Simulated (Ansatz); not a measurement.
Worked example: correlation energy of HAlGa, doublet

Geometry: a PBE0/def2-TZVP stationary point for this spin, not checked as a minimum.

```yaml
atoms:
  - { symbol: Al, position_ang: [0.0000, 0.0000, 0.3496] }
  - { symbol: Ga, position_ang: [0.0000, 0.0000, -2.3209] }
  - { symbol: H, position_ang: [0.0000, 0.0000, 1.9714] }
```

Basis cc-pVDZ; Ansatz 0.2.0. Only valence electrons are correlated (noble-gas cores and the filled d shells of p-block atoms frozen), which leaves 7 electrons in 31 orbitals. R marks a restricted (for open shells ROHF) determinant. No spin–orbit coupling is included, and no scalar relativity.

Full CI is exact within this basis and frozen core; it isn't the basis-set limit.

Runs differ by some tens of microhartree through their thresholds and, for an open shell, their frozen cores, so steps under 0.03 kcal/mol mean nothing.

| level | total energy (hartree) |
| --- | --- |
| RHF | -2165.659475 |
| RMP2 | -2165.755281 |
| RCCSD | -2165.786826 |
| RCCSD(T) | -2165.791228 |
| RCCSDT | -2165.792649 |
| RCCSDT(Q) | -2165.792897 |
| RCCSDTQ | -2165.792952 |
| full CI | -2165.792964 |

Q: What is the correlation energy at full CI, and what share of it do RMP2 and RCCSD(T) recover?

A: E(corr) = -2165.792964 − (-2165.659475) = -0.133489 hartree = -3.632 eV. RMP2: -0.095806 / -0.133489 = 71.77 %. RCCSD(T): -0.131753 / -0.133489 = 98.70 %.

Q: By how many kcal/mol does RCCSD(T) miss full CI (1 hartree = 627.509 kcal/mol), and which steps make up the rest?

A: -2165.791228 − (-2165.792964) = 0.001736 hartree = 1.09 kcal/mol. Steps: RCCSDT − RCCSD(T) = -0.89, RCCSDT(Q) − RCCSDT = -0.16, RCCSDTQ − RCCSDT(Q) = -0.03, full CI − RCCSDTQ = -0.01 kcal/mol. Differences between like states or geometries often cancel part of this.
